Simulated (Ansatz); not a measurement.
A barrier at the coupled-cluster level

Start structure (CH$_{7}$OSi, doublet), relaxed at PBE0-D4/def2-TZVP:

```xyz
10
angstrom
H -0.4045 1.7936 0.3394
C 0.2147 1.5461 -0.5304
O -0.1165 0.2862 -1.0780
Si -0.2706 -1.7051 0.9643
H 0.1274 2.3476 -1.2719
H 1.2535 1.4884 -0.2062
H -1.0296 0.3091 -1.3746
H -0.6435 -2.5906 2.1078
H -0.0926 -2.5244 -0.2609
H 0.9616 -0.9508 1.3105
```

The step: CH₄O ([CH3][OH]) + SiH₃ → CH₃O ([CH2][OH]) + SiH₄; bonds formed: H1–Si4; bonds broken: H1–C2. Ansatz 0.2.0; basis: def2-TZVPP and def2-QZVPP; cores frozen in the correlated methods; orbitals are unrestricted. Extrapolation: Hartree–Fock as exp(−7.88 √X), correlation as X^−2.97. Energies below are by CCSD(T) at an estimated basis limit (MP2 extrapolated from triple and quadruple zeta, plus CCSD(T) − MP2 in triple zeta).

Task: What are the electronic barrier and the energy of the step, from the start structure to the end structure? (Judge from chemistry; the value comes from the calculation.)

Result: By the calculation: Barrier 0.893 eV; step energy 0.308 eV (uphill); reverse barrier, their difference, 0.584 eV. Barrier and step energy count from the start structure, the reverse barrier from the end structure.

The saddle point: One imaginary mode of 1144i cm⁻¹.
| pair | start (Å) | saddle (Å) | end (Å) |
| --- | --- | --- | --- |
| H1–Si4 | 3.56 | 1.66 | 1.48 |
| H1–C2 | 1.10 | 1.53 | 3.35 |

Zero-point energy (harmonic, PBE0-D4): ZPE is 2.029 eV at the start and 1.850 eV at the saddle, so the barrier goes from 0.893 to 0.713 eV.

T1 diagnostic: at most 0.017. ⟨S²⟩ of the unrestricted Hartree–Fock references: 0.75 to 0.78 (a pure state has 0.75).

Radical steps of this kind take place in plasma deposition and etching.

Labels in which every atom is bracketed show which atoms are joined, not bond orders.

For scale, one of the runs: CCSD(T)/def2-TZVPP, 202 basis functions, launched by `ansatz run in.yaml --threads 4 --pin off --events-out ev --progress --plain --max-ram 9574MiB`. Hardware: 4 CPU threads of an Arm Neoverse V2, shared host. Wall time 2.3 min; peak host memory 6.5 GiB.
